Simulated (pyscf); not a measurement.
Single points on ωB97X-D3(BJ)/def2-SVP structures (PySCF, gas phase).

Task: Estimate by transition-state theory the rate constant of `[NH2][SiH]([F])[F]` + `[H][H]` → `[F][SiH2][F]` + `[NH3]` (singlet surface; N–Si, H–H broken, H–Si, H–N formed) at 600 K, with ωB97M-D3(BJ)/def2-TZVP energies (ideal gas, 1 atm, RRHO with modes under 100 cm⁻¹ raised to 100, one conformer, R ln 2 for chiral ones without a mode under 150 cm⁻¹; no tunnelling).

Result: The electronic barrier is 47.6 kcal/mol and the thermal terms add +20.1, so ΔG‡ = 67.7 kcal/mol. With k_BT/h = 1.25e+13 s⁻¹ and RT = 1.192 kcal/mol, and a volume of 8.18e-20 cm³ per molecule at 1 atm, k = 2.2e-31 cm³ molecule⁻¹ s⁻¹. Wigner's tunnelling factor for 1498i cm⁻¹ would be 1.54, likely too low at so high a frequency. A shift of 1 kcal/mol in the barrier changes k by a factor 2.3. On the product side the descent ends in an adduct with a N–Si contact (not fully relaxed), 8.4 kcal/mol under the separated species and 41.9 kcal/mol under the saddle at ωB97X-D3(BJ)/def2-TZVP. What is counted as broken (N–Si) persists as a longer contact in the product adduct; parting that adduct is a step of its own. This is the saddle that the search found; another between the same sides may lie lower.
